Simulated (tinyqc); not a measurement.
CCSD on RHF in the sto-3g basis, frozen core, for H2O, spin multiplicity 1, step by step. One step of it, computed by the program tinyqc.

Task: Orthogonalisation. S = U s U^T; canonical form X = U s^(-1/2), so that X^T S X = 1. Each column of U has its largest component positive (the first on a tie).

overlap S, lower triangle:
```
           1O 1s     1O 2s    1O 2px     1O 2py    1O 2pz     2H 1s     3H 1s
1O 1s   1.000000
1O 2s   0.236704  1.000000
1O 2px  0.000000  0.000000  1.000000
1O 2py  0.000000  0.000000  0.000000   1.000000
1O 2pz  0.000000  0.000000  0.000000   0.000000  1.000000
2H 1s   0.057126  0.490640  0.000000   0.309427  0.256063  1.000000
3H 1s   0.059883  0.504043  0.000000  -0.314244  0.260603  0.286743  1.000000
```

Give: eigenvalues of S; X.

Result:

eigenvalues of S: 0.3189  0.3936  0.8829  1.0000  1.0949  1.3203  1.9893

X:
```
              1        2        3       4        5        6        7
1O 1s   -0.2935   0.0315   0.7635  0.0000  -0.6174   0.0002   0.1418
1O 2s    1.2253  -0.1038  -0.3056  0.0000  -0.3058   0.0019   0.4086
1O 2px   0.0000   0.0000   0.0000  1.0000   0.0000   0.0000   0.0000
1O 2py  -0.0965  -0.9328   0.0008  0.0000  -0.0043   0.7041  -0.0041
1O 2pz   0.5831  -0.0511   0.6432  0.0000   0.6410   0.0036   0.1946
2H 1s   -0.6683   0.9755  -0.1470  0.0000   0.1180   0.3671   0.3690
3H 1s   -0.8673  -0.8395  -0.1445  0.0000   0.1175  -0.3562   0.3763
```
